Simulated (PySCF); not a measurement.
Saddle point of SiNH8F, closed shell (SiH₄ + NH₃ + HF → SiH₃F ([F][SiH3]) + NH₃ + H₂; bonds formed: Si1–F7, H2–H8, H6–N9; bonds broken: Si1–H2, H6–F7, H8–N9), PBE0-D4/def2-TZVP structure:

| atom | x (Å) | y (Å) | z (Å) |
| --- | --- | --- | --- |
| Si1 | -0.4766 | 0.9214 | -1.1553 |
| H2 | 0.1064 | -0.6043 | -0.8702 |
| H3 | -0.6738 | 0.3250 | -2.5402 |
| H4 | -0.1012 | 2.2957 | -1.6290 |
| H5 | -1.8588 | 0.8419 | -0.5987 |
| H6 | 0.5998 | -0.0450 | 1.5375 |
| F7 | 0.3785 | 1.2815 | 0.3196 |
| H8 | 0.2927 | -0.9530 | 0.1939 |
| N9 | 0.5365 | -1.0532 | 1.3463 |
| H10 | 1.4148 | -1.5251 | 1.5286 |
| H11 | -0.2183 | -1.4848 | 1.8674 |

Energies are electronic, without zero-point energy. Barriers and step energies count from the start structure reached by relaxing down the imaginary mode; all methods use the PBE0-D4 structures, on which another method's saddle can fall below an end. PySCF 2.14 with density fitting (its default auxiliary sets; JK sets also for MP2 and CCSD(T)); basis: def2-TZVPP, with def2-QZVPP for the basis limit; cores frozen in the correlated methods. B3LYP uses VWN-RPA correlation. Extrapolation: Hartree–Fock as exp(−7.88 √X), correlation as X^−2.97.

```csv
method,barrier (kJ/mol),step energy (kJ/mol)
SPW92,56.7,-28.8
PBE-D4,90.9,-44.7
r2SCAN-D4,?,-58.4
PBE0-D4,?,-47.1
B3LYP-D4,111.1,-58.1
BHLYP-D4,?,-62.8
wB97M-V,111.8,-61.3
HF,166.5,-72.5
MP2,121.9,-63.1
CCSD,132.3,-59.8
CCSD(T),125.4,-58.8
```

Question: Fill in the withheld barriers. (To be estimated.)

Answer: Computed: PBE0-D4 102.5; BHLYP-D4 122.7; r2SCAN-D4 92.2 kJ/mol. Each is the energy of the saddle less that of the start structure, by the same method.

For comparison, the barrier by CCSD(T) at an estimated basis limit (MP2 extrapolated from triple and quadruple zeta, plus CCSD(T) − MP2 in triple zeta) is 120.6 kJ/mol.

T1 diagnostic: at most 0.012.

Labels in which every atom is bracketed show which atoms are joined, not bond orders.

For scale, one of the runs: CCSD(T)/def2-TZVPP, 216 basis functions, launched by `OMP_NUM_THREADS=4 python run.py`. The run took 13 min on 4 CPU threads of an Intel Xeon (shared host), with 3.2 GiB of host memory at its peak.
